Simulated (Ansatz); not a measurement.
## HGe–AsH, doublet: reading a ladder of total energies

Geometry: displaced at random from a stationary point.

```xyz
4

Ge    0.0832   -0.0550    1.2463
As   -0.0817    0.0539   -1.2077
H    -0.0050    1.5177    1.3021
H     0.0781   -1.5573   -1.3492
```

Basis cc-pVDZ; Ansatz 0.2.0. Only valence electrons are correlated (noble-gas cores and the filled d shells of p-block atoms frozen), which leaves 11 electrons in 36 orbitals. Prefix R: restricted or restricted open-shell reference; prefix U: unrestricted. No spin–orbit coupling is included, and no scalar relativity.

Full CI isn't at hand for all of this; UCCSDT(Q) serves as the reference, and is uncertain by about the last step of the cluster series.

The cluster runs stand on a determinant 0.03 eV above the lowest UHF solution, chosen by trial CCSD; the correlation energy below is counted from it.

Runs differ by some tens of microhartree through their thresholds and, for an open shell, their frozen cores, so steps under 0.03 kcal/mol mean nothing.

```csv
level,total energy (hartree)
UHF determinant under the cluster runs,-4310.627360
UMP2,-4310.792540
UCCSD,-4310.831694
UCCSD(T),-4310.837925
UCCSDT,-4310.839199
UCCSDT(Q),-4310.839605
```

Problem. What is the correlation energy at UCCSDT(Q), and what share of it do UMP2 and UCCSDT recover?

Solution. E(corr) = -4310.839605 − (-4310.627360) = -0.212245 hartree = -5.775 eV. UMP2: -0.165180 / -0.212245 = 77.83 %. UCCSDT: -0.211839 / -0.212245 = 99.81 %.

Problem. By how many kcal/mol does UCCSD(T) miss UCCSDT(Q) (1 hartree = 627.509 kcal/mol), and which steps make up the rest?

Solution. -4310.837925 − (-4310.839605) = 0.001680 hartree = 1.05 kcal/mol. Steps: UCCSDT − UCCSD(T) = -0.80, UCCSDT(Q) − UCCSDT = -0.25 kcal/mol. Differences between like states or geometries often cancel part of this.
